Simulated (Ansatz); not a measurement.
Input for Ansatz (development build ahead of 0.2.0):

```yaml
crystal:
  periodic: [false, false, false]
  atoms:
    - { symbol: "N", position_ang: [0.0, 0.0, 0.56499] }
    - { symbol: "N", position_ang: [0.0, 0.0, -1.69497] }
basis:
  gaussian: { orbitals: cc-pVTZ }
magnetization:
  spin_polarized: true
hamiltonian:
  xc: hf
correlation:
  method: mp2
  frozen_orbitals: { "N": 1 }
scf:
  omitted_lower_state_checks: [stability, starts, atomic_configurations, cluster_reference, orbital_swaps, given_window_search, neighbouring_geometries, increment]
```

The input is written out in the form of the current development build from the run's settings.

Output:

```yaml
Converged: yes
Reference_energy: -108.68392 hartree
Correlation_energy: -0.19011 hartree
Total_energy: -108.87403 hartree
Spin_squared_of_the_determinant: 2.902
```

This is not the lowest solution: another run reaches a determinant 3.01 eV lower. Caution: bonds are stretched, where a single reference can fail; the unrestricted determinant is a mixture of spin states; the determinant breaks the point group.
